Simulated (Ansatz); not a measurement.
**triplet CCl2: levels of theory compared**

We compute a comparison of 6 runs (UHF/STO-3G, UHF/def2-TZVPP, UB3LYP/6-31G*, UB3LYP/def2-TZVPP, UBHLYP/def2-TZVPP, UPBE0/def2-TZVPP) of triplet CCl2. 

The calculation is run with Ansatz 0.2.0.

28 further runs of the same task are left out: 28 set aside as unsound or not needed. Runs told in other sessions of the task aren't counted.

### 1 The system as given

CCl2: 3 atoms, total charge 0, spin state triplet. SMILES of the parent species: `Cl[C]Cl`. The shape is that of a PBE0-D4/def2-TZVP optimisation. That shape belongs to the parent species and isn't relaxed for this state.

Bond lengths: Cl1–C2 1.708 Å, C2–Cl3 1.708 Å. Angles: Cl1–C2–Cl3 109.5°.

### 2 A single-point energy at UHF/STO-3G (run 1)

Contents of job.yaml:

```yaml
crystal:
  periodic: [false, false, false]
  atoms:
    - {symbol: Cl, position_ang: [1.236700, -0.329300, 0.644300]}
    - {symbol: C, position_ang: [-0.231600, -0.585100, -0.189800]}
    - {symbol: Cl, position_ang: [-1.005100, 0.914500, -0.454500]}
basis:
  gaussian: {orbitals: STO-3G}
magnetization: {spin_polarized: true, initial_magnetization: 2}
hamiltonian: {xc: hf}
accuracy: high
output: {orbitals: {seedname: orbitals}}
```

On the command line:

```bash
$ ansatz run job.yaml --threads 1 --pin off --max-ram 2610MiB --events-out events.jsonl --progress --plain --runs-dir runs
```

What it wrote:

```text
Warning: RAYON_NUM_THREADS=1 ignored (pool sized by the plan → 1); use --threads N
Functional definition: HF
  name "HF"
  exchange = exact_x
  correlation = 0
406 factors; integrals over basis functions are off by at most 2.2e-8 eV
mean field evaluation 1: about -25751.9873 eV, gradient 1.2e1 eV
mean field evaluation 2: about -25752.1005 eV, gradient 1.2e1 eV
mean field evaluation 4: about -25753.6560 eV, gradient 2.2e0 eV
mean field evaluation 8: about -25753.8071 eV, gradient 9.2e-5 eV
mean field evaluation 16: about -25753.8051 eV, gradient 3.0e-8 eV
mean field -25753.80512861 eV, -946.4348819203 hartree, gradient 3.0e-8 eV, S^2 2.012354; 0 other end points of the search recorded, 0 dependent functions left out
reference -25753.80512861 eV, -946.4348819203 hartree; 21, 19 occupied and 2, 4 virtual orbitals, 406 factors
Total energy: -25753.80512861 eV, -946.4348819203 hartree
```

It took 0.33 s on 1 thread of Arm Neoverse V1, shared host.

### 3 The energy at UHF/def2-TZVPP (run 2)

Contents of run.yaml:

```yaml
crystal:
  periodic: [false, false, false]
  atoms:
    - {symbol: Cl, position_ang: [1.236700, -0.329300, 0.644300]}
    - {symbol: C, position_ang: [-0.231600, -0.585100, -0.189800]}
    - {symbol: Cl, position_ang: [-1.005100, 0.914500, -0.454500]}
basis:
  gaussian: {orbitals: def2-TZVPP}
magnetization: {spin_polarized: true, initial_magnetization: 2}
hamiltonian: {xc: hf}
accuracy: high
output: {orbitals: {seedname: orbitals}}
```

On the command line:

```bash
$ ansatz run run.yaml --threads 1 --pin off --max-ram 2610MiB --events-out events.jsonl --progress --plain --runs-dir runs
```

What it wrote:

```text
Warning: RAYON_NUM_THREADS=1 ignored (pool sized by the plan → 1); use --threads N
[... 4 set-up lines as earlier in the session ...]
1736 factors; integrals over basis functions are off by at most 3.1e-9 eV
mean field evaluation 1: about -26033.6778 eV, gradient 1.1e1 eV
mean field evaluation 2: about -26033.6904 eV, gradient 1.1e1 eV
mean field evaluation 4: about -26035.2760 eV, gradient 3.6e0 eV
mean field evaluation 8: about -26035.5409 eV, gradient 1.5e-1 eV
mean field evaluation 16: about -26035.5396 eV, gradient 2.4e-8 eV
mean field -26035.53959943 eV, -956.7884327565 hartree, gradient 2.6e-8 eV, S^2 2.023319; 0 other end points of the search recorded, 0 dependent functions left out
reference -26035.53959943 eV, -956.7884327565 hartree; 21, 19 occupied and 94, 96 virtual orbitals, 1736 factors
Total energy: -26035.53959943 eV, -956.7884327565 hartree
```

It took 8.4 s on 1 thread of Arm Neoverse V1, shared host; peak memory 0.34 GiB.

Runs 3 to 5 aren't shown in full; the table further down has their settings and results.

### 4 The energy at UPBE0/def2-TZVPP (run 6)

Contents of in.yaml:

```yaml
basis:
  gaussian: {orbitals: def2-TZVPP}
crystal:
  periodic: [false, false, false]
  atoms:
    - symbol: Cl
      position_ang: [1.236700, -0.329300, 0.644300]
    - symbol: C
      position_ang: [-0.231600, -0.585100, -0.189800]
    - symbol: Cl
      position_ang: [-1.005100, 0.914500, -0.454500]
magnetization: {spin_polarized: true, initial_magnetization: 2}
hamiltonian: {xc: {name: PBE0}}
accuracy: high
output: {orbitals: {seedname: orbitals}}
```

On the command line:

```bash
$ ansatz run in.yaml --threads 1 --pin off --max-ram 2610MiB --events-out events.jsonl --progress --plain --runs-dir runs
```

What it wrote:

```text
Warning: RAYON_NUM_THREADS=1 ignored (pool sized by the plan → 1); use --threads N
Functional definition: PBE0
  name "PBE0"
  parameter a = 0.25
  parameter kappa = 0.804
  parameter beta = 0.06672455060314922
  exchange = (1 - a)*pbe_x(kappa = kappa, mu = beta*pi^2/3) + a*exact_x
  correlation = pbe_c(beta = beta)
1736 factors; integrals over basis functions are off by at most 3.1e-9 eV
mean field evaluation 1: about -26068.4110 eV, gradient 1.5e1 eV
mean field evaluation 2: about -26066.8930 eV, gradient 2.4e1 eV
mean field evaluation 4: about -26069.8807 eV, gradient 9.2e-1 eV
mean field evaluation 8: about -26069.9647 eV, gradient 7.1e-2 eV
mean field evaluation 16: about -26069.9647 eV, gradient 8.6e-5 eV
mean field -26069.96467873 eV, -958.0535310867 hartree, gradient 2.3e-8 eV, S^2 2.008824; 0 other end points of the search recorded, 0 dependent functions left out
reference -26069.96468045 eV, -958.0535311497 hartree; 21, 19 occupied and 94, 96 virtual orbitals, 1736 factors
Total energy: -26069.96468045 eV, -958.0535311497 hartree
```

It took 11 s on 1 thread of Arm Neoverse V1, shared host; peak memory 0.4 GiB.

### 5 All runs side by side

| run | level | energy (Eh) | HOMO energy (eV) | LUMO energy (eV) | ⟨S²⟩ | wall time |
| --- | --- | --- | --- | --- | --- | --- |
| 1 | UHF/STO-3G | -946.434882 | -9.31 | 3.80 | 2.012 | 0.33 s |
| 2 | UHF/def2-TZVPP | -956.788433 | -10.39 | 0.62 | 2.023 | 8.4 s |
| 3 | UB3LYP/6-31G* (spherical functions) | -958.336483 | -6.07 | -4.40 | 2.005 | 6.6 s |
| 4 | UB3LYP/def2-TZVPP | -958.426750 | -6.15 | -4.61 | 2.008 | 13 s |
| 5 | UBHLYP/def2-TZVPP | -958.374195 | -7.84 | -3.15 | 2.012 | 13 s |
| 6 | UPBE0/def2-TZVPP | -958.053531 | -6.49 | -4.10 | 2.009 | 11 s |

### 6 Summary of results

```
                                 quantity          value
                      run 6: total energy  -958.05353 Eh
run 6: HOMO energy (highest over α and β)       -6.49 eV
 run 6: LUMO energy (lowest over α and β)       -4.10 eV
                              run 6: ⟨S²⟩          2.009
```

Totals of different functionals can't be ranked against each other. In run 1 the basis is minimal, so the values are rough. All runs together took 53 s, the longest 13 s.
